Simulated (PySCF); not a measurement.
## Which basis set comes closest?

Molecule: SMILES c1(F)cccs1, C4H3FS.

Geometry:
| atom | x (Å) | y (Å) | z (Å) |
| --- | --- | --- | --- |
| F1 | 1.790 | 0.754 | -1.767 |
| C2 | 0.860 | 0.474 | -0.874 |
| C3 | 0.564 | -0.748 | -0.347 |
| C4 | -0.505 | -0.652 | 0.594 |
| C5 | -0.978 | 0.621 | 0.743 |
| S6 | -0.133 | 1.747 | -0.255 |
| H7 | 1.090 | -1.662 | -0.624 |
| H8 | -0.907 | -1.506 | 1.141 |
| H9 | -1.781 | 0.973 | 1.389 |

Geometry PBE0-D3(BJ)/def2-SVP throughout; GIAO in PySCF 2.14.0 with density-fitted response routines, gas phase, one conformer, non-relativistic; equivalent atoms averaged; functional PBE0.

Reference values (estimated from measurements, as parent shift plus tabulated substituent increments; solution, not stated per compound (mostly CDCl3 or CCl4); Pretsch, Buehlmann, Badertscher, Structure Determination of Organic Compounds, 4th ed. (2009)): δ(H7) = 6.31 ppm, δ(H8) = 6.55 ppm, δ(H9) = 6.45 ppm. Computed shifts are taken against TMS, calculated as an isolated molecule at each level.

How do the basis sets STO-3G, 6-31G, pcSseg-0, 6-31G*, def2-SVP, cc-pVDZ, pcSseg-1, aug-cc-pVDZ, 6-311+G(2d,p), def2-TZVP, cc-pVTZ, IGLO-III, pcSseg-2 perform against the reference? Times are CPU seconds on shared hosts with different chips, so compare them loosely.

Answers


```
    basis set  functions    H7    H8    H9  mean abs. error H  core-s
       STO-3G         37  5.46  5.94  6.03               0.63     3.3
        6-31G         64  6.45  6.84  6.58               0.19     5.6
     pcSseg-0         64  6.29  6.75  6.37               0.10       4
       6-31G*         94  6.16  6.59  6.19               0.15     8.2
     def2-SVP        103  6.21  6.53  6.18               0.13     8.8
      cc-pVDZ        103  6.21  6.59  6.34               0.08     7.2
     pcSseg-1        124  6.54  6.79  6.44               0.16      17
  aug-cc-pVDZ        169  6.50  6.83  6.69               0.24      14
6-311+G(2d,p)        188  6.53  6.82  6.65               0.23      23
    def2-TZVP        210  6.50  6.87  6.62               0.23      30
      cc-pVTZ        226  6.43  6.78  6.60               0.17      21
     IGLO-III        249  6.51  6.78  6.63               0.20      22
     pcSseg-2        265  6.62  6.91  6.64               0.29      27
```

For $^{1}$H the closest is cc-pVDZ (0.08 ppm, with pcSseg-0 practically level) and the furthest STO-3G (0.63 ppm). Where a smaller basis beats a larger one, errors probably cancel; the largest sets show where the functional converges. One molecule is a small sample, and vibrational and solvent effects are absent from the calculation.

A small basis that lands close on one nucleus may do so by chance; judge by the trend and by all nuclei.
